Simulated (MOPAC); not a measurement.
MOPAC input (PM3):

```
PM3 PRECISE GNORM=0.05 LET XYZ UHF MS=0.5 GEO-OK AUX(PRECISION=9) THREADS=1
CH3

C    -0.00000000 1   -0.00000000 1   -0.00000000 1
H     0.00360111 1    1.07859343 1   -0.02702022 1
H     0.93257816 1   -0.54247981 1    0.01097634 1
H    -0.93617928 1   -0.53611362 1    0.01604388 1
```

Output:

```
 *******************************************************************************
 **                                                                           **
 **                              MOPAC v23.2.5                                **
 **                                                                           **
 *******************************************************************************
 ** MOPAC's Digital Object Identifier: https://doi.org/10.5281/zenodo.6511958 **
 **                                                                           **
 ** Please cite the open-source release paper for use of this MOPAC version:  **
 ** J. E. Moussa and J. J. P. Stewart (2026)                                  **
 ** MOPAC: An open-source semiempirical molecular orbital program             **
 ** J. Open Source Softw., 11(119), 8025, https://doi.org/10.21105/joss.08025 **
 *******************************************************************************

                              PM3 CALCULATION RESULTS

 *******************************************************************************
 *  PM3        - The PM3 Hamiltonian to be used
 *  GEO-OK     - OVERRIDE INTERATOMIC DISTANCE AND OTHER SAFETY CHECKS
 *  UHF        - UNRESTRICTED HARTREE-FOCK CALCULATION
 *  MS=        - IN MECI, MAGNETIC COMPONENT OF SPIN =  0.5
 *  LET        - OVERRIDE SOME SAFETY CHECKS
 *  PRECISE    - TIGHTER CRITERIA TO BE USED
 *  XYZ        - CARTESIAN COORDINATE SYSTEM TO BE USED
 *  GNORM      - EXIT WHEN GRADIENT NORM DROPS BELOW 0.050
 *  AUX        - OUTPUT AUXILIARY INFORMATION
 *******************************************************************************
PM3 PRECISE GNORM=0.05 LET XYZ UHF MS=0.5 GEO-OK AUX(PRECISION=9) THREADS=1
 CH3

   ATOM   CHEMICAL          X               Y               Z
  NUMBER   SYMBOL      (ANGSTROMS)     (ANGSTROMS)     (ANGSTROMS)

     1       C         -0.00000000  *  -0.00000000  *  -0.00000000  *
     2       H          0.00360111  *   1.07859343  *  -0.02702022  *
     3       H          0.93257816  *  -0.54247981  *   0.01097634  *
     4       H         -0.93617928  *  -0.53611362  *   0.01604388  *

          CARTESIAN COORDINATES

    NO.       ATOM           X           Y           Z

     1         C         -0.0000     -0.0000     -0.0000
     2         H          0.0036      1.0786     -0.0270
     3         H          0.9326     -0.5425      0.0110
     4         H         -0.9362     -0.5361      0.0160

  H: (PM3): J. J. P. STEWART, J. COMP. CHEM. 10, 209 (1989).
  C: (PM3): J. J. P. STEWART, J. COMP. CHEM. 10, 209 (1989).

           Empirical Formula: C H3  =     4 atoms

      MOLECULAR POINT GROUP   :   D3h

          UHF CALCULATION, NO. OF ALPHA ELECTRONS =    4
                           NO. OF BETA  ELECTRONS =    3

          Geometry optimization using EF

          DIAGONAL MATRIX USED AS START HESSIAN

 CYCLE:     1  GRAD.:    10.648 HEAT:  28.02151
 CYCLE:     2  GRAD.:    38.043 HEAT:  28.70677
 CYCLE:     3  GRAD.:     0.842 HEAT:  27.95424
 CYCLE:     4  GRAD.:     0.058 HEAT:  27.95382
 CYCLE:     5  GRAD.:     0.002 HEAT:  27.95382

     GRADIENT =  0.00234 IS LESS THAN CUTOFF =  0.05000

 -------------------------------------------------------------------------------
 PM3 PRECISE GNORM=0.05 LET XYZ UHF MS=0.5 GEO-OK AUX(PRECISION=9) THREADS=1
 CH3

     GEOMETRY OPTIMISED USING EIGENVECTOR FOLLOWING (EF).
     SCF FIELD WAS ACHIEVED

                              PM3 CALCULATION
                                                       MOPAC v23.2.5 Linux

          FINAL HEAT OF FORMATION =         27.95382 KCAL/MOL =     116.95878 KJ/MOL

          COSMO AREA              =         53.38 SQUARE ANGSTROMS
          COSMO VOLUME            =         35.95 CUBIC ANGSTROMS

          GRADIENT NORM           =          0.00234          =       0.00117 PER ATOM
          IONIZATION POTENTIAL    =          9.998866 EV
          ALPHA SOMO LUMO (EV)    =         -9.999  3.422
          BETA  SOMO LUMO (EV)    =        -13.954  1.111
          NO. OF ALPHA ELECTRONS  =          4
          NO. OF BETA  ELECTRONS  =          3
          MOLECULAR WEIGHT        =         15.0347         POINT GROUP:  D3h

          MOLECULAR DIMENSIONS (Angstroms)

            Atom       Atom       Distance
            H     4    H     3     1.85617
            H     3    H     2     1.60749
            C     1    H     4     0.00000

          SCF CALCULATIONS        =          6

   ATOM   CHEMICAL          X               Y               Z
  NUMBER   SYMBOL      (ANGSTROMS)     (ANGSTROMS)     (ANGSTROMS)

     1       C          0.00000038  *   0.00000034  *  -0.00000001  *
     2       H          0.00357664  *   1.07131496  *  -0.02683788  *
     3       H          0.92628520  *  -0.53881945  *   0.01090228  *
     4       H         -0.92986318  *  -0.53249668  *   0.01593564  *

                             CARTESIAN COORDINATES

   1    C        0.000000384     0.000000339    -0.000000010
   2    H        0.003576643     1.071314961    -0.026837884
   3    H        0.926285200    -0.538819446     0.010902279
   4    H       -0.929863178    -0.532496684     0.015935639

           Empirical Formula: C H3  =     4 atoms

      MOLECULAR POINT GROUP   :   D3h

          ALPHA EIGENVALUES
 -28.23554 -14.33006 -14.33005  -9.99887   3.42189   4.75379   4.75380

           BETA EIGENVALUES
 -26.71675 -13.95391 -13.95390   1.11051   4.25483   5.18858   5.18859

              NET ATOMIC CHARGES AND DIPOLE CONTRIBUTIONS

  ATOM NO.   TYPE          CHARGE      No. of ELECS.   s-Pop       p-Pop
    1          C          -0.195610        4.1956     1.20641     2.98920
    2          H           0.065203        0.9348     0.93480
    3          H           0.065203        0.9348     0.93480
    4          H           0.065203        0.9348     0.93480
 DIPOLE           X         Y         Z       TOTAL
 POINT-CHG.    -0.000    -0.000     0.000     0.000
 HYBRID         0.000     0.000    -0.000     0.000
 SUM           -0.000    -0.000     0.000     0.000

          ATOMIC ORBITAL ELECTRON POPULATIONS

     Atom    s        px        py        pz
    1  C   1.20641   0.99460   0.99460   1.00000
    2  H   0.93480
    3  H   0.93480
    4  H   0.93480

                    (SZ)    =    0.500000
                    (S**2)  =    0.769875

          ATOMIC ORBITAL SPIN POPULATIONS

    Atom   Total    s     px     py     pz
         Atomic
    1  C  1.2420  0.071  0.085  0.086  0.999
    2  H -0.0807 -0.081
    3  H -0.0807 -0.081
    4  H -0.0807 -0.081

 **********************
 *                    *
 * JOB ENDED NORMALLY *
 *                    *
 **********************

 == MOPAC DONE ==
```
